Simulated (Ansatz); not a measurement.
CH4FNOS, SMILES `NC(O)(F)S`. Charge 0, multiplicity 1. All single points use the PBE0-D4/def2-TZVP geometry. It is one conformer, not always the lowest.

```xyz
9

N    -0.431   -0.280    1.165
C     0.088    0.202   -0.066
O    -0.915    0.483   -0.949
F     0.773    1.358    0.237
S     1.244   -0.971   -0.855
H    -0.887   -1.173    1.038
H     0.292   -0.356    1.867
H    -1.573    0.994   -0.458
H     1.409   -0.257   -1.980
```

What is the dipole moment at PBE/def2-TZVPP? (An estimate is asked.)

The calculation gave: 1.60 D, with components (-1.05, -0.69, 0.99) D in this frame, pointing from negative to positive charge.

And with r2SCAN, B3LYP, ωB97M-V? (Best estimate.)

Computed: r2SCAN 1.62 D, B3LYP 1.61 D, ωB97M-V 1.58 D.

Give the Mulliken charges with PBE, ωB97M-V, B3LYP in def2-TZVPP. (Best estimate.)

The calculation gave: 
| atom | PBE | ωB97M-V | B3LYP |
| --- | --- | --- | --- |
| N1 | -0.32 | -0.28 | -0.32 |
| C2 | 0.28 | 0.31 | 0.38 |
| O3 | -0.25 | -0.28 | -0.29 |
| F4 | -0.16 | -0.19 | -0.21 |
| S5 | -0.19 | -0.14 | -0.17 |
| H6 | 0.17 | 0.13 | 0.15 |
| H7 | 0.17 | 0.13 | 0.15 |
| H8 | 0.20 | 0.19 | 0.20 |
| H9 | 0.11 | 0.12 | 0.11 |

B3LYP here is the variant with VWN-RPA as its local correlation; programs differ in this.
